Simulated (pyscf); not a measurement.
# Routes from Cl–SiH₂–Cl + H₂

Candidate steps break at most two bonds and form at most two. Each was searched with GFN2-xTB (tblite) first. Structures and frequencies: ωB97X-D3(BJ)/def2-SVP in PySCF. Energies: ωB97M-D3(BJ)/def2-TZVP, kcal/mol, from the separated reactants, singlet surface; ΔG‡ with ideal gas, 1 atm, RRHO with modes under 100 cm⁻¹ raised to 100, one conformer, R ln 2 for chiral ones without a mode under 150 cm⁻¹.

| products | type | ΔE‡ | ΔE | ΔG‡ 298 K | ΔG‡ 900 K | ν‡ (cm⁻¹) |
|---|---|---|---|---|---|---|
| H₃Si–Cl + HCl | four-centre exchange | 51.3 | +18.6 | 60.2 | 77.0 | 870i |
| Cl–SiH₂–Cl + H₂ | four-centre exchange | 65.0 | 0.0 | 73.7 | 90.8 | 1710i |

Plain bond fissions and candidates not yet searched are not listed, and one of them may be faster. Each barrier is that of the saddle found; lower ones may exist.
